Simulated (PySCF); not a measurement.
Two structures of SiNH8F, closed shell, reached by relaxing down either side of one saddle point (PBE0-D4/def2-TZVP). Energies are electronic, without zero-point energy. PySCF 2.14 with density fitting (its default auxiliary sets; JK sets also for MP2 and CCSD(T)); basis: def2-TZVPP and def2-QZVPP; cores frozen in the correlated methods. Extrapolation: Hartree–Fock as exp(−7.88 √X), correlation as X^−2.97. First:

| atom | x (Å) | y (Å) | z (Å) |
| --- | --- | --- | --- |
| Si1 | -0.0943 | -1.2930 | -1.5990 |
| H2 | 0.9108 | -2.2780 | -1.1421 |
| H3 | -0.2707 | -1.4373 | -3.0717 |
| H4 | 0.3770 | 0.0950 | -1.3494 |
| H5 | -1.4104 | -1.5069 | -0.9520 |
| H6 | -0.0503 | 2.0206 | 2.2638 |
| N7 | 0.0316 | 1.5856 | 1.3530 |
| H8 | 0.1873 | -0.0210 | 1.4016 |
| F9 | 0.2710 | -0.9852 | 1.3666 |
| H10 | -0.7948 | 1.8242 | 0.8179 |
| H11 | 0.8294 | 1.9951 | 0.8818 |

Second:

Si1  (-0.604, 0.773, -1.032)
H2  (0.718, -3.176, -0.290)
H3  (0.108, -0.365, -1.655)
H4  (-0.645, 1.910, -1.992)
H5  (-1.989, 0.409, -0.655)
H6  (0.190, -0.192, 1.449)
N7  (0.249, 1.157, 0.454)
H8  (0.628, -2.745, 0.315)
F9  (0.146, -0.975, 1.999)
H10  (-0.160, 1.901, 1.007)
H11  (1.236, 1.353, 0.345)
(Å)

Task: Which bonds change from the first to the second?

Result: SiH₄ + NH₃ + HF → SiNH₅ ([NH2][SiH3]) + HF + H₂; bonds formed: Si1–N7, H2–H8, H6–F9; bonds broken: Si1–H2, H6–N7, H8–F9.

Task: Give the saddle point's structure and its height above each. (Judge from chemistry; the value comes from the calculation.)

Result: By the calculation: 37.43 kcal/mol above the first and 38.53 kcal/mol above the second (CCSD(T) at an estimated basis limit (MP2 extrapolated from triple and quadruple zeta, plus CCSD(T) − MP2 in triple zeta)).
```csv
atom,x (Å),y (Å),z (Å)
Si1,-0.4492,0.0396,-1.0063
H2,0.1990,-1.4997,-0.1647
H3,0.4399,-0.4713,-2.0768
H4,-0.8353,1.3942,-1.5679
H5,-1.7692,-0.5773,-0.7526
H6,0.3284,0.1368,1.3155
N7,0.3716,0.8400,0.4906
H8,0.1988,-1.4675,0.8023
F9,0.2339,-1.1483,1.9549
H10,-0.0700,1.7277,0.7102
H11,1.3519,1.0258,0.2948
```

T1 diagnostic: at most 0.012. The start structure is not quite a true minimum (one mode of 30i cm⁻¹).

Labels in which every atom is bracketed show which atoms are joined, not bond orders.

For scale, one of the runs: CCSD(T)/def2-TZVPP, 216 basis functions, launched by `OMP_NUM_THREADS=4 python run.py`. Time: 8.1 min of wall clock on 4 CPU threads of an Arm Neoverse V2; the host was shared. Peak host memory: 3.2 GiB.
